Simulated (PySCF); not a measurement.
# C5H11F ((CH3CH2)2CHF): the cost of one run

Computed with PySCF 2.14.0, with density-fitted response routines of our own, on a single molecule in the gas phase. Atoms count from 0, in the outputs and in this text.

## Step 1: Starting geometry

17 atoms, charge 0, multiplicity 1; geometry from: MMFF94s.

Bonds of the start (Å): C0–C1 1.52, C1–C2 1.53, C2–F3 1.36, C2–C4 1.53, C4–C5 1.52, C0–H6 1.09, C0–H7 1.09, C0–H8 1.09, C1–H9 1.10, C1–H10 1.10, C2–H11 1.10, C4–H12 1.10, C4–H13 1.10, C5–H14 1.09, C5–H15 1.09, C5–H16 1.09.

## Step 2: Relaxing the molecule at PBE0-D3(BJ)/def2-SVP

Job settings and geometry (Å):

```
{"job": {"xc": "PBE0", "basis": "def2-SVP", "d3": "d3bj", "grid": 1, "kind": "geom"}, "charge": 0, "multiplicity": 1}
C     -2.507029     0.374602     0.200859
C     -1.271197    -0.508431     0.286913
C      0.005733     0.287295     0.029584
F     -0.047830     0.783975    -1.238846
C      1.249726    -0.589179     0.148842
C      2.522601     0.213500    -0.074607
H     -3.408689    -0.216939     0.388154
H     -2.599120     0.828004    -0.791190
H     -2.467328     1.177690     0.943681
H     -1.230754    -0.976151     1.277106
H     -1.363743    -1.308674    -0.456550
H      0.070602     1.138790     0.716002
H      1.209360    -1.391091    -0.597481
H      1.287794    -1.056824     1.139164
H      2.615501     1.014880     0.665305
H      2.534651     0.663571    -1.072359
H      3.399721    -0.435018     0.015260
```

On the command line:

```console
$ OMP_NUM_THREADS=1 python probes_run.py task.json out
```

The driver reads the jobs from task.json and runs them one after another.

**Question.** How long does this first job take on 1 thread of Arm Neoverse N1, shared host, and how much memory does it need?

About 45 s, with a peak of 0.59 GiB.
